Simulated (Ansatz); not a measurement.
H₄SSi (`[SiH3]S`) at its PBE0-D4/def2-TZVP geometry, where that method's forces vanish. The species carries charge 0 and has multiplicity 1.

```xyz
6

Si    0.3903    0.3536    0.0359
S    -1.5440   -0.3921   -0.4840
H     0.6150    0.3161    1.5033
H     0.3973    1.7568   -0.4414
H     1.4705   -0.4150   -0.6331
H    -1.3291   -1.6193    0.0193
```

(1) What forces (eV/Å) does ωB97M-V/def2-TZVPP give on these atoms in Ansatz 0.2.0? (An estimate is asked.)

Answers

(1) Computed: 
```
Si1  0.169  0.068  0.044
S2   0.001 -0.090  0.031
H3  -0.030  0.003 -0.184
H4   0.005 -0.164  0.058
H5  -0.137  0.095  0.083
H6  -0.007  0.086 -0.032
```
